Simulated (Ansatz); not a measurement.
**P₂+ (quartet): from Hartree-Fock to the top rungs, def2-QZVPP**

An exercise on one series of results from a longer session: the logs are not shown, and one member is left open.

Method: def2-QZVPP, core rule «outside noble gas», up to 10 orbitals frozen; program: Ansatz 0.2.0, Gaussian basis.

To be run: UHF; ROHF; CCSD(T) on UHF.

2 further runs of the same task are left out: 2 set aside as unsound or not needed.

## What is computed

The geometry is a PBE0/def2-TZVP stationary point (not a proven minimum) of the parent state, kept for this charge and spin.

2 atoms, charge 1, spin multiplicity 4.

Atoms are counted from 1 here; the program's logs count them from 0.

Bond lengths: P1–P2 2.056 Å.

Set-up of the first run:

Input file in.yaml:

```yaml
crystal:
  periodic: [false, false, false]
  atoms:
    - {symbol: P, position_ang: [0.000000, 0.000000, 0.000000]}
    - {symbol: P, position_ang: [0.000000, 0.000000, 2.055800]}
basis:
  gaussian: {orbitals: "def2-QZVPP.json"}
total_charge: 1
magnetization: {spin_polarized: true, initial_magnetization: 3}
hamiltonian: {xc: hf}
output: {orbitals: {seedname: orbitals}}
```

The run is started by

```sh
$ ansatz run in.yaml --threads 1 --pin off --events-out ev --progress --plain --max-ram 3968MiB --backend cpu
```

Among the steps run: UHF; ROHF; CCSD(T) on UHF.

One of the session's tables, all rows but one given; the rest of the session is left out.

| method | from UCCSD(T) (meV) |
| --- | --- |
| ROHF | ? |
| UHF | +6575.9 |
| UMP2 | +1272.7 |
| UCCSD | +325.0 |
| UCCSD(T) | 0 |

Q: Estimate the row for ROHF from the others.

As computed: from UCCSD(T) (meV): +6886.3. In the column «from UCCSD(T) (meV)» it is the highest.
